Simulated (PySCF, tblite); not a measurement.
Isomers of C5H7O (doublet state). Calculated harmonic vibrations of the isolated species, GFN2-xTB (tblite), most abundant isotopes, no scaling. This tight-binding method is rough: wavenumbers can miss measured ones by several per cent, in bad cases by 10 to 20. One conformer each. Open shells enter through the occupations alone, without spin polarisation, and single modes of such species can be off by tens of per cent.

Electronic energies: B3LYP/pcH-1 single points on the GFN2-xTB geometries (PySCF, gas phase).

```json
{"SMILES": "COC[C@H]1[C]=C1", "electronic energy, lowest = 0 (kcal/mol)": "36.9"}
{"SMILES": "C=[C]COC=C", "electronic energy, lowest = 0 (kcal/mol)": "0.0"}
{"SMILES": "CO[CH]C1C=C1", "electronic energy, lowest = 0 (kcal/mol)": "19.7"}
```

Q: How do GFN2-xTB zero-point energies change the relative energies?

A: 
| SMILES | ZPE (kcal/mol) | of it from modes above 1550 cm⁻¹ | electronic (kcal/mol) | with ZPE, lowest = 0 (kcal/mol) | lowest mode (cm⁻¹) | rings |
| --- | --- | --- | --- | --- | --- | --- |
| C=[C]COC=C | 62.8 | 35.1 | 0.0 | 0.0 | 56 | 0 |
| CO[CH]C1C=C1 | 62.5 | 33.0 | 19.7 | 19.4 | 38 | 1 |
| COC[C@H]1[C]=C1 | 63.8 | 32.3 | 36.9 | 38.0 | 56 | 1 |

The zero-point energies span 1.3 kcal/mol, from `CO[CH]C1C=C1` to `COC[C@H]1[C]=C1`. The order is unchanged.

Q: And how do the electronic energies of GFN2-xTB itself compare?

A: `C=[C]COC=C` 0.0; `CO[CH]C1C=C1` 9.2; `COC[C@H]1[C]=C1` 29.5 kcal/mol, lowest = 0. Against the energies above, taken from the same isomer `C=[C]COC=C`, the largest difference is 10.5 kcal/mol.

Q: What do entropy and thermal enthalpy add at 298.15 K and 1 bar (rigid rotor, harmonic oscillator, one conformer each)?

A: 
```tsv
SMILES	point group	symmetry number	S (cal/(mol K))	H − H(0) (kcal/mol)	ZPE + H − H(0) − TS (kcal/mol)
C=[C]COC=C	Cs	1	85.9	5.28	42.5
CO[CH]C1C=C1	Cs	1	87.3	5.43	41.9
COC[C@H]1[C]=C1	C1	1	84.0	5.05	43.8
```

S holds R ln(2S + 1) for the spin.
